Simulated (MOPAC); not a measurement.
MOPAC input (PM3):

```
PM3 1SCF GEO-OK AUX(PRECISION=9) THREADS=1
C4H6

C    -0.00170870 1   -0.66567344 1    0.81387215 1
C    -0.00719668 1    0.66934088 1    0.81082855 1
C     0.00705435 1   -0.78630365 1   -0.69668354 1
C     0.00060264 1    0.78315033 1   -0.70026163 1
H    -0.00295721 1   -1.40814764 1    1.60151577 1
H    -0.01456410 1    1.41536330 1    1.59507864 1
H    -0.87601309 1   -1.24870475 1   -1.14280492 1
H     0.89873399 1   -1.24138698 1   -1.13309362 1
H     0.88851889 1    1.24355459 1   -1.13875886 1
H    -0.88622818 1    1.23623681 1   -1.14847016 1
```

From the last part of the output:

```
                                                       MOPAC v23.2.5 Linux

          FINAL HEAT OF FORMATION =         38.10225 KCAL/MOL =     159.41983 KJ/MOL

          COSMO AREA              =         99.15 SQUARE ANGSTROMS
          COSMO VOLUME            =         83.53 CUBIC ANGSTROMS

          IONIZATION POTENTIAL    =          9.899247 EV
          HOMO LUMO ENERGIES (EV) =         -9.899  1.082
          NO. OF FILLED LEVELS    =         11
          MOLECULAR WEIGHT        =         54.0914         POINT GROUP:  C2v

          MOLECULAR DIMENSIONS (Angstroms)

            Atom       Atom       Distance
            H     9    H     5     3.91604
            H     6    H     7     3.91513
            H    10    H     8     2.47114

          SCF CALCULATIONS        =          1

   ATOM   CHEMICAL          X               Y               Z
  NUMBER   SYMBOL      (ANGSTROMS)     (ANGSTROMS)     (ANGSTROMS)

     1       C         -0.00170870  *  -0.66567344  *   0.81387215  *
     2       C         -0.00719668  *   0.66934088  *   0.81082855  *
     3       C          0.00705435  *  -0.78630365  *  -0.69668354  *
     4       C          0.00060264  *   0.78315033  *  -0.70026163  *
     5       H         -0.00295721  *  -1.40814764  *   1.60151577  *
     6       H         -0.01456410  *   1.41536330  *   1.59507864  *
     7       H         -0.87601309  *  -1.24870475  *  -1.14280492  *
     8       H          0.89873399  *  -1.24138698  *  -1.13309362  *
     9       H          0.88851889  *   1.24355459  *  -1.13875886  *
    10       H         -0.88622818  *   1.23623681  *  -1.14847016  *

                             CARTESIAN COORDINATES

   1    C       -0.001708700    -0.665673440     0.813872150
   2    C       -0.007196680     0.669340880     0.810828550
   3    C        0.007054350    -0.786303650    -0.696683540
   4    C        0.000602640     0.783150330    -0.700261630
   5    H       -0.002957210    -1.408147640     1.601515770
   6    H       -0.014564100     1.415363300     1.595078640
   7    H       -0.876013090    -1.248704750    -1.142804920
   8    H        0.898733990    -1.241386980    -1.133093620
   9    H        0.888518890     1.243554590    -1.138758860
  10    H       -0.886228180     1.236236810    -1.148470160

           Empirical Formula: C4 H6  =    10 atoms

      MOLECULAR POINT GROUP   :   C2v

                  EIGENVALUES
 -39.04580 -25.09945 -24.33071 -17.65448 -17.55042 -15.89378 -14.32640 -12.47967
 -12.29115 -11.95792  -9.89925   1.08198   3.33113   3.40388   3.49282   4.02657
   4.11560   4.55318   4.57278   5.00393   5.08400   6.13158

              NET ATOMIC CHARGES AND DIPOLE CONTRIBUTIONS

  ATOM NO.   TYPE          CHARGE      No. of ELECS.   s-Pop       p-Pop
    1          C          -0.164916        4.1649     1.21598     2.94893
    2          C          -0.164916        4.1649     1.21598     2.94893
    3          C          -0.081810        4.0818     1.16649     2.91532
    4          C          -0.081810        4.0818     1.16649     2.91532
    5          H           0.123175        0.8768     0.87682
    6          H           0.123175        0.8768     0.87682
    7          H           0.061775        0.9382     0.93822
    8          H           0.061775        0.9382     0.93822
    9          H           0.061775        0.9382     0.93822
   10          H           0.061775        0.9382     0.93822
 DIPOLE           X         Y         Z       TOTAL
 POINT-CHG.     0.001    -0.000    -0.201     0.201
 HYBRID        -0.000     0.000     0.052     0.052
 SUM            0.001    -0.000    -0.149     0.149

          ATOMIC ORBITAL ELECTRON POPULATIONS

     Atom    s        px        py        pz
    1  C   1.21598   1.01052   0.97176   0.96666
    2  C   1.21598   1.01052   0.97181   0.96661
    3  C   1.16649   1.01320   0.95838   0.94374
    4  C   1.16649   1.01320   0.95838   0.94375
    5  H   0.87682
    6  H   0.87682
    7  H   0.93822
    8  H   0.93822
    9  H   0.93822
   10  H   0.93822

 **********************
 *                    *
 * JOB ENDED NORMALLY *
 *                    *
 **********************

 == MOPAC DONE ==
```
